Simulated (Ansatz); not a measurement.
Basis-set extrapolation for C$_{3}$H$_{7}$FO (`CC(O)CF`) (PBE0-D4/def2-TZVP geometry, frozen core, Ansatz 0.2.0). Multiplicity 1, RHF reference.

```tsv
	def2-TZVPP	def2-QZVPP
HF	-292.099069	-292.112575
MP2 correlation	-1.010533	-1.087965
CCSD(T) correlation	-1.082728	not run
```

Energies in hartree. Use E(X) = E(∞) + A·exp(−7.88·√X) for Hartree–Fock and E(X) = E(∞) + B·X^(−2.97) for correlation, with X = 3 and 4, and add CCSD(T) minus MP2 of the smaller set to the MP2 limit.

Task: What is the CCSD(T) energy at the basis-set limit?

Result: HF limit: -292.112575 + (-0.013506) × 0.13774 = -292.11444. MP2 limit: -1.087965 + (-0.077432) × 0.74074 = -1.14532. Higher-order term: -1.082728 − (-1.010533) = -0.07220. Total: -293.33196 hartree, 394.3 kJ/mol below CCSD(T)/def2-TZVPP.
